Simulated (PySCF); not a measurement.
# P4: the cost of one run

The runs use PySCF 2.14.0, with density-fitted response routines of our own; the level of theory stands in each step. All values are computed, except where a source is named. Atoms count from 0, in the outputs and in this text.

## Step 1: The molecule as given

4 atoms, charge 0, multiplicity 1; geometry from: GFN2-xTB. The atoms were then displaced at random by about 0.01 Å, so the start is not that level's minimum.

Bonds of the start (Å): P0–P1 2.22, P1–P2 2.19, P2–P3 2.21, P2–P0 2.21, P3–P0 2.17, P3–P1 2.19.

## Step 2: Optimising the geometry at PBE0-D3(BJ)/def2-SVP

What the job is given:

```
{"job": {"xc": "PBE0", "basis": "def2-SVP", "d3": "d3bj", "grid": 1, "shake": 0.01, "kind": "geom"}, "charge": 0, "multiplicity": 1}
P      1.243540    -0.199250    -0.520420
P     -0.472030     1.197510    -0.365250
P     -0.837140    -0.954260    -0.472170
P      0.103630    -0.069370     1.324830
```

Run with:

```bash
$ OMP_NUM_THREADS=1 python probes_run.py task.json out
```

This one command runs all jobs of the session in turn.

**Question.** How long does this first job take on 1 thread of Arm Neoverse N1, shared host, and how much memory does it need?

About 11 s, with a peak of 0.33 GiB.
